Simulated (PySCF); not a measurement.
# `FC[C@@H]1O[C@@H]1F` in a uniform electric field

Species: C₃H₄F₂O.
Structure used (GFN2-xTB), in Å, numbered top down from 1:
```xyz
10
C3H4F2O angstrom
F     -1.9302   -0.9565   -0.4721
C     -1.2151    0.1690   -0.1611
C      0.0739   -0.2393    0.5193
O      0.9619    0.7900    0.8845
C      1.3726   -0.0351   -0.1265
F      1.3987    0.5078   -1.3642
H     -1.8317    0.7701    0.5156
H     -1.0272    0.7121   -1.0925
H     -0.0319   -1.0434    1.2436
H      2.2380   -0.6701    0.0310
```

Level: PBE0/def2-SVPD (PySCF); nuclei fixed, core orbitals frozen in the response. Permanent dipole (0.425, -0.571, 0.904) D (1 au = 2.5417 D). Static polarisability (au):

```
x   45.89  0.99 -1.24
y    0.99 37.05 -0.84
z   -1.24 -0.84 38.06
```

Only the terms in μ and α are kept: μ(F) = μ + αF and ΔE = −μ·F − ½ F·αF.

(1) Apply 0.001 au along ±x, ±y and ±z in turn. Tabulate induced and total dipoles and both energy terms.

(2) For the field (0.0002, 0.0000, -0.0008) au, what is the induced dipole, and what angle does it make with the field?

(3) At what field along the permanent dipole would the induced dipole along it equal the permanent one, in this linear picture?

(4) What field makes μF equal to kT at 100 K?

(5) Induction energy −ᾱe²/2R⁴ of a unit charge at 6 Å, the molecule taken as a point?

Results:

(1) 
| field along | induced x (D) | induced y (D) | induced z (D) | total size (D) | −μ·F (kJ/mol) | −½F·αF (kJ/mol) |
| --- | --- | --- | --- | --- | --- | --- |
| +x | 0.117 | 0.003 | -0.003 | 1.195 | -0.439 | -0.060 |
| −x | -0.117 | -0.003 | 0.003 | 1.117 | +0.439 | -0.060 |
| +y | 0.003 | 0.094 | -0.002 | 1.106 | +0.590 | -0.049 |
| −y | -0.003 | -0.094 | 0.002 | 1.201 | -0.590 | -0.049 |
| +z | -0.003 | -0.002 | 0.097 | 1.228 | -0.934 | -0.050 |
| −z | 0.003 | 0.002 | -0.097 | 1.076 | +0.934 | -0.050 |

(2) αF = (0.026, 0.002, -0.078) D, at 4.6° to the field. The polarisability along this direction, F·αF/F², is 39.10 au, against a mean of 40.33 au.

(3) The polarisability along the dipole is 38.45 au, so F = 0.4527 au / 38.45 au = 0.0118 au = 0.61 V/Å; higher-order terms are ignored.

(4) kT = 0.3167 × 10⁻³ Eh, so F = 0.0007 au = 3.6 MV/cm.

(5) R = 11.34 bohr, so the energy is −40.3/(2 × 11.34⁴) Eh = -3.2 kJ/mol. The charge–dipole term at its most favourable orientation, −μe/R², is -9.24 kJ/mol.

One conformer (not necessarily the lowest) at the GFN2-xTB geometry, without solvent, vibrations or thermal averaging.
